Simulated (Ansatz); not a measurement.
Born–Oppenheimer molecular dynamics of C$_{3}$H$_{6}$ClF (11 atoms, charge 0, multiplicity 1). It starts at the highest image of a converged band. Of that band: The profile has 2 maxima (images 2, 5) with wells between them (image 3): this band takes more than one step, which may be the mechanism or a detour left from its start path. Neighbouring images differ by up to 3.1 eV, so the band resolves the path poorly. A vibrational analysis at the climbing image gives one clearly imaginary mode, 1855i cm⁻¹: a first-order saddle point.

All numbers below come from UKS B3LYP/STO-3G in Ansatz.

- ensemble: NVE (velocity Verlet)
- time step: 0.5 fs
- steps asked: 200
- starting velocities drawn for: 100 K
- seed: 11538

First frame:

```xyz
11
Properties=species:S:1:pos:R:3
Cl -1.071 -1.365 1.621
C -0.281 0.465 0.040
C -0.491 -0.244 -1.294
H -1.054 1.183 0.376
C 0.966 0.379 0.797
F 1.303 1.427 1.656
H 1.830 -0.043 0.238
H 0.408 -0.596 1.474
H 0.177 -1.114 -1.386
H -1.538 -0.563 -1.417
H -0.249 0.471 -2.106
```

(1) What does the run give?

(2) What happens to the structure?

(3) How do temperature and energy run in time?

Answers

(1) All steps were run.

```
steps done                                               : 200
time covered                                             : 100 fs
mean temperature over the second half                    : 1047 K
spread of the potential energy over the second half      : 16.2 meV per atom
mean potential energy of the second half above the start : -100.2 meV per atom
```

The conserved energy stayed within 0.27 meV per atom of its start (net change 0.089 meV per atom), so the integration is sound. The system heated up, since it started high on the potential surface and ran downhill. A run of 0.1 ps of so small a system gives no equilibrium averages. The orbitals stay closed-shell, which can raise the energy where a bond breaks towards radicals; this wasn't checked here. Limits of this set-up: minimal basis.

(2) The step under study would form Cl1–H8 and break Cl1–C2, C5–H8. These pairs go: Cl1–H8 1.67 → 1.45 Å, Cl1–C2 2.54 → 4.68 Å, C5–H8 1.31 → 4.85 Å. In the last frame they stand as after the step (other bonds may differ from the relaxed reactants and products). It ends as C3H5F + ClH. Pairs count as bonded within 1.25 times the sum of covalent radii (0.12 Å more for H–H). This is one draw of velocities; another would differ in detail.

(3) 
```
time (fs)  T (K)  potential energy less start (eV)  conserved less start (meV/atom)
      0.0    100                             0.000                             0.00
      3.0     58                             0.049                             0.05
      6.0     36                             0.075                             0.05
      9.0     95                             0.006                             0.06
     12.0    306                            -0.239                             0.06
     15.0    499                            -0.465                            -0.13
     18.0    643                            -0.634                            -0.13
     21.0    745                            -0.750                             0.03
     24.0    960                            -1.001                            -0.09
     27.0    910                            -0.942                             0.12
     30.0   1117                            -1.186                            -0.24
     33.0   1009                            -1.057                             0.08
     36.0   1134                            -1.205                            -0.19
     39.0    973                            -1.014                             0.16
     42.0   1086                            -1.148                            -0.11
     45.0    915                            -0.948                             0.07
     48.0    983                            -1.030                            -0.19
     51.0    919                            -0.954                            -0.14
     54.0    748                            -0.753                             0.07
     57.0    825                            -0.843                            -0.01
     60.0    925                            -0.959                             0.03
     63.0   1069                            -1.130                            -0.24
     66.0    902                            -0.931                             0.11
     69.0   1119                            -1.187                            -0.20
     72.0    938                            -0.973                             0.17
     75.0   1038                            -1.093                            -0.08
     78.0   1024                            -1.074                             0.08
     81.0   1256                            -1.347                            -0.22
     84.0   1280                            -1.374                            -0.08
     87.0   1267                            -1.358                            -0.02
     90.0   1158                            -1.231                             0.00
     93.0   1076                            -1.135                             0.06
     96.0   1233                            -1.320                            -0.27
     99.0    996                            -1.041                             0.10
```

Run time: 8.7 min on 1 thread of Arm Neoverse V2, on a shared host, peak memory 0.14 GiB.
